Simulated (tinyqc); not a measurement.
Extended Hueckel theory, for CO+, step by step. The parameters take no account of the charge, which enters only through the electron count. One step of it, computed by the program tinyqc.

Question. Wolfsberg-Helmholz matrix. H_ij = K' S_ij (H_ii + H_jj)/2 for i != j (the diagonal keeps H_ii), with K' = K + D^2 + D^4 (1 - K), D = (H_ii - H_jj)/(H_ii + H_jj), K = 1.75.

overlap S, lower triangle:
```
            1C 2s    1C 2px    1C 2py     1C 2pz     2O 2s    2O 2px    2O 2py    2O 2pz
1C 2s    1.000000
1C 2px   0.000000  1.000000
1C 2py   0.000000  0.000000  1.000000
1C 2pz   0.000000  0.000000  0.000000   1.000000
2O 2s    0.362748  0.000000  0.000000   0.448527  1.000000
2O 2px   0.000000  0.206236  0.000000   0.000000  0.000000  1.000000
2O 2py   0.000000  0.000000  0.206236   0.000000  0.000000  0.000000  1.000000
2O 2pz  -0.301448  0.000000  0.000000  -0.305805  0.000000  0.000000  0.000000  1.000000
```

diagonal H_ii (eV): 1C 2s -21.400000, 1C 2px -11.400000, 1C 2py -11.400000, 1C 2pz -11.400000, 2O 2s -32.300000, 2O 2px -14.800000, 2O 2py -14.800000, 2O 2pz -14.800000

K = 1.750000

Give: H.

Answer.

H (eV), lower triangle:
```
          1C 2s   1C 2px   1C 2py   1C 2pz    2O 2s   2O 2px   2O 2py   2O 2pz
1C 2s   -21.400
1C 2px    0.000  -11.400
1C 2py    0.000    0.000  -11.400
1C 2pz    0.000    0.000    0.000  -11.400
2O 2s   -17.434    0.000    0.000  -19.008  -32.300
2O 2px    0.000   -4.773    0.000    0.000    0.000  -14.800
2O 2py    0.000    0.000   -4.773    0.000    0.000    0.000  -14.800
2O 2pz    9.725    0.000    0.000    7.077    0.000    0.000    0.000  -14.800
```
